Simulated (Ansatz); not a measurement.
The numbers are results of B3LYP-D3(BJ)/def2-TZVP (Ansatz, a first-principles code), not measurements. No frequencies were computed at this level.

Ansatz 0.2 input:
```yaml
crystal:
  periodic: [false, false, false]
  atoms:
    - { symbol: C, position_ang: [1.684218, 0.062747, 0.126196] }
    - { symbol: C, position_ang: [0.492425, 0.018341, 0.036898] }
    - { symbol: C, position_ang: [-0.94819, -0.035325, -0.071046] }
    - { symbol: H, position_ang: [2.729201, 0.101677, 0.204492] }
    - { symbol: H, position_ang: [-1.385787, -0.269507, 0.899152] }
    - { symbol: H, position_ang: [-1.239599, -0.804553, -0.785878] }
    - { symbol: H, position_ang: [-1.332268, 0.92662, -0.409813] }
basis:
  gaussian: { orbitals: def2-tzvp }
hamiltonian:
  xc: b3lyp
  dispersion: d3bj
relax:
  max_steps: 150
```

Output:

```
Functional definition: B3LYP
716 factors; their error is unknown
mean field evaluation 1: about -3168.3302 eV, gradient 5.6e1 eV
mean field evaluation 2: about -3166.8043 eV, gradient 5.9e1 eV
mean field evaluation 4: about -3175.6100 eV, gradient 6.5e0 eV
mean field evaluation 8: about -3175.7036 eV, gradient 1.6e-2 eV
mean field evaluation 16: about -3175.6977 eV, gradient 4.9e-5 eV
mean field -3175.69774909 eV, -116.7047397137 hartree, gradient 4.9e-5 eV, S^2 0.000000; 0 other end points of the search recorded, 0 dependent functions left out
reference -3175.69797495 eV, -116.7047480142 hartree; 11, 11 occupied and 106, 106 virtual orbitals, 716 factors
relax step   1: F+E_penalty+E_count = -3175.85380927 eV  Δ(F+E_penalty+E_count) = +0.000e0 eV  max|allowed force component| = 5.477e-1 eV/Å  Δτ_max = 0.0000 Å  (29 SCF iters, accepted)
these checks for a lower state are left out or cut short: starts, cluster_reference, orbital_swaps, neighbouring_geometries, increment
716 factors; their error is unknown
mean field -3175.70749621 eV, -116.7050979139 hartree, gradient 1.2e-5 eV, S^2 0.000000; 0 other end points of the search recorded, 0 dependent functions left out
reference -3175.70772300 eV, -116.7051062481 hartree; 11, 11 occupied and 106, 106 virtual orbitals, 716 factors
relax step   2: F+E_penalty+E_count = -3175.86297790 eV  Δ(F+E_penalty+E_count) = -9.169e-3 eV  max|allowed force component| = 1.267e-1 eV/Å  Δτ_max = 0.0211 Å  (33 SCF iters, accepted)
these checks for a lower state are left out or cut short: starts, cluster_reference, orbital_swaps, neighbouring_geometries, increment
716 factors; their error is unknown
mean field evaluation 32: about -3175.7081 eV, gradient 1.2e-5 eV
mean field -3175.70806657 eV, -116.7051188743 hartree, gradient 1.2e-5 eV, S^2 0.000000; 0 other end points of the search recorded, 0 dependent functions left out
reference -3175.70829364 eV, -116.7051272190 hartree; 11, 11 occupied and 106, 106 virtual orbitals, 716 factors
relax step   3: F+E_penalty+E_count = -3175.86341646 eV  Δ(F+E_penalty+E_count) = -4.386e-4 eV  max|allowed force component| = 2.263e-2 eV/Å  Δτ_max = 0.0051 Å  (33 SCF iters, accepted)
these checks for a lower state are left out or cut short: starts, cluster_reference, orbital_swaps, neighbouring_geometries, increment
716 factors; their error is unknown
mean field -3175.70807269 eV, -116.7051190990 hartree, gradient 1.2e-5 eV, S^2 0.000000; 0 other end points of the search recorded, 0 dependent functions left out
reference -3175.70829976 eV, -116.7051274438 hartree; 11, 11 occupied and 106, 106 virtual orbitals, 716 factors
relax step   4: F+E_penalty+E_count = -3175.86341847 eV  Δ(F+E_penalty+E_count) = -2.014e-6 eV  max|allowed force component| = 3.363e-3 eV/Å  Δτ_max = 0.0001 Å  (33 SCF iters, accepted)
716 factors; their error is unknown
mean field evaluation 64: about -3175.7081 eV, gradient 3.8e-5 eV
mean field -3175.70807269 eV, -116.7051190990 hartree, gradient 1.2e-5 eV, S^2 0.000000; 1 other end points of the search recorded, 0 dependent functions left out
reference -3175.70829976 eV, -116.7051274438 hartree; 11, 11 occupied and 106, 106 virtual orbitals, 716 factors
Total energy: -3175.86364555 eV, -116.7108362962 hartree
Atom 0 at     1.697168     0.063228     0.127167 Å, force    -0.003363    -0.000149    -0.000245 eV/Å
Atom 1 at     0.501804     0.018690     0.037601 Å, force     0.001998     0.000090     0.000145 eV/Å
Atom 2 at    -0.947269    -0.035292    -0.070977 Å, force     0.001470     0.000052     0.000111 eV/Å
Atom 3 at     2.755380     0.102655     0.206453 Å, force     0.000135     0.000015     0.000007 eV/Å
Atom 4 at    -1.401986    -0.269198     0.893728 Å, force    -0.000081    -0.000006     0.000006 eV/Å
Atom 5 at    -1.256412    -0.801997    -0.784228 Å, force    -0.000079    -0.000012    -0.000014 eV/Å
Atom 6 at    -1.348683     0.921913    -0.409742 Å, force    -0.000080     0.000009    -0.000010 eV/Å
Dipole moment:    -0.170292    -0.006346    -0.012759 e Å
```

Cost: very roughly 9 core-seconds.
